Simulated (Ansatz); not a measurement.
Relaxation of BH7OSi (10 atoms, charge 0, multiplicity 1), to a largest force component of 0.03 eV/Å in at most 50 steps.

Level of theory: RKS PBE0/6-31G* (Ansatz).

```xyz
10
Properties=species:S:1:pos:R:3
B 0.079 0.439 0.006
H -0.160 0.413 1.177
H 1.183 0.699 -0.366
H -0.818 0.323 -0.775
O 0.278 -2.063 0.681
Si -0.727 -3.156 -0.094
H 0.081 -4.376 -0.342
H -1.904 -3.488 0.761
H -1.221 -2.625 -1.394
H -0.145 -1.449 1.324
```

Question: Where does it end, and by what steps?

Answer: The run converged. After 24 steps the energy has fallen by 0.630 eV; H10 moved furthest, 1.23 Å. Joined: B1–O5 (2.60 → 1.67 Å).

```
step  energy less start (eV)  largest force component (eV/Å)  accepted
   0                  0.0000                           0.799       yes
   1                 -0.0770                           1.051       yes
   2                 -0.2148                           1.336       yes
   3                 -0.3950                           1.922       yes
   4                 -0.4746                           1.167       yes
   5                 -0.4978                           0.427       yes
   6                 -0.5155                           0.352       yes
   7                 -0.5122                           0.343        no
   8                 -0.5293                           0.089       yes
   9                 -0.5337                           0.058       yes
  10                 -0.5124                           1.343        no
  11                 -0.5375                           0.035       yes
  12                 -0.5404                           0.252       yes
  13                 -0.5400                           0.734        no
  14                 -0.5449                           0.190       yes
  15                 -0.5492                           0.178       yes
  16                 -0.5546                           0.391       yes
  17                 -0.5714                           0.209       yes
  18                 -0.5903                           0.416       yes
  19                 -0.6000                           0.803       yes
  20                 -0.6185                           0.388       yes
  21                 -0.6263                           0.122       yes
  22                 -0.6296                           0.055       yes
  23                 -0.6303                           0.041       yes
  24                 -0.6305                           0.016       yes
```

```xyz
10
Properties=species:S:1:pos:R:3
B -0.201 -0.092 0.195
H -0.228 0.624 1.164
H 0.716 0.084 -0.576
H -1.279 -0.258 -0.345
O 0.071 -1.626 0.805
Si -0.718 -2.811 -0.156
H -0.127 -4.102 0.291
H -2.153 -2.739 0.177
H -0.439 -2.594 -1.593
H 1.004 -1.766 1.015
```

Whether the end is a true minimum wasn't checked by a vibrational analysis.

Run time: 53 s on 1 thread of Intel(R) Xeon(R) Platinum 8488C (Sapphire Rapids), on a shared host, peak memory 0.15 GiB.
